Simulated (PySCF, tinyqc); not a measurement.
RHF in the sto-6g basis, for CH2, spin multiplicity 1, step by step. The lowest restricted solution is unstable here: a spin-polarised one lies 0.0423 hartree lower (PySCF). One step of it, computed by the program tinyqc.

Question. Orthogonalisation. S = U s U^T; symmetric (Loewdin) form X = U s^(-1/2) U^T, so that X^T S X = 1.

overlap S:
```
           1C 1s     1C 2s    1C 2px     1C 2py    1C 2pz     2H 1s      3H 1s
1C 1s   1.000000  0.243228  0.000000   0.000000  0.000000  0.068682   0.068682
1C 2s   0.243228  1.000000  0.000000   0.000000  0.000000  0.507288   0.507288
1C 2px  0.000000  0.000000  1.000000   0.000000  0.000000  0.000000   0.000000
1C 2py  0.000000  0.000000  0.000000   1.000000  0.000000  0.413449  -0.413449
1C 2pz  0.000000  0.000000  0.000000   0.000000  1.000000  0.236769   0.236769
2H 1s   0.068682  0.507288  0.000000   0.413449  0.236769  1.000000   0.153390
3H 1s   0.068682  0.507288  0.000000  -0.413449  0.236769  0.153390   1.000000
```

Give: eigenvalues of S; X.

Answer.

eigenvalues of S: 0.2674  0.3336  0.8795  1.0000  1.0812  1.5130  1.9254

X:
```
          1C 1s    1C 2s  1C 2px   1C 2py   1C 2pz    2H 1s    3H 1s
1C 1s    1.0256  -0.1508  0.0000   0.0000  -0.0112   0.0233   0.0233
1C 2s   -0.1508   1.3351  0.0000   0.0000   0.1429  -0.3759  -0.3759
1C 2px   0.0000   0.0000  1.0000   0.0000   0.0000   0.0000   0.0000
1C 2py   0.0000   0.0000  0.0000   1.2125   0.0000  -0.3219   0.3219
1C 2pz  -0.0112   0.1429  0.0000   0.0000   1.0655  -0.1728  -0.1728
2H 1s    0.0233  -0.3759  0.0000  -0.3219  -0.1728   1.2942  -0.0377
3H 1s    0.0233  -0.3759  0.0000   0.3219  -0.1728  -0.0377   1.2942
```
